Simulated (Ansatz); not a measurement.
Molecule (SMILES): OO (H2O2).
Atoms: O1, O2, H3, H4. Bonds: O1-O2, O1-H3, O2-H4.

Basis-set convergence of the lowest harmonic wavenumber at PBE with Ansatz (a program for electronic structure). Each level at its own minimum, finite differences of forces, unscaled; the reference is a large set that could be run, not a limit. Cartesian d functions, on some or all atoms, in 6-31G*, 6-31G**; all else is spherical. The program fits the integrals of some runs and decomposes those of others, by size. No added dispersion term, no relativity. Reference: the value in aug-pcseg-2, 376 cm⁻¹, itself unsure by roughly 2 cm⁻¹ (its mean distance from aug-cc-pVTZ, def2-TZVPPD). Deviations are taken from unrounded values.

```json
[
 {"basis": "STO-3G", "functions": "12", "lowest harmonic wavenumber (cm⁻¹)": "206", "minus reference (cm⁻¹)": "-170"},
 {"basis": "6-31G*", "functions": "34", "lowest harmonic wavenumber (cm⁻¹)": "350", "minus reference (cm⁻¹)": "-27"},
 {"basis": "pcseg-1", "functions": "38", "lowest harmonic wavenumber (cm⁻¹)": "344", "minus reference (cm⁻¹)": "-32"},
 {"basis": "6-31G**", "functions": "40", "lowest harmonic wavenumber (cm⁻¹)": "344", "minus reference (cm⁻¹)": "-32"},
 {"basis": "6-311G**", "functions": "48", "lowest harmonic wavenumber (cm⁻¹)": "349", "minus reference (cm⁻¹)": "-27"},
 {"basis": "def2-SVPD", "functions": "62", "lowest harmonic wavenumber (cm⁻¹)": "387", "minus reference (cm⁻¹)": "11"},
 {"basis": "pcseg-2", "functions": "88", "lowest harmonic wavenumber (cm⁻¹)": "363", "minus reference (cm⁻¹)": "-13"},
 {"basis": "def2-TZVPD", "functions": "98", "lowest harmonic wavenumber (cm⁻¹)": "388", "minus reference (cm⁻¹)": "12"},
 {"basis": "def2-TZVPPD", "functions": "114", "lowest harmonic wavenumber (cm⁻¹)": "380", "minus reference (cm⁻¹)": "4"}
]
```

The smallest set listed that lies within 50 cm⁻¹ of the reference with all its larger relatives (same family, alike in diffuse functions; a set with none counts only in the reference's own line) is 6-31G* (34 functions, -27 cm⁻¹ off).
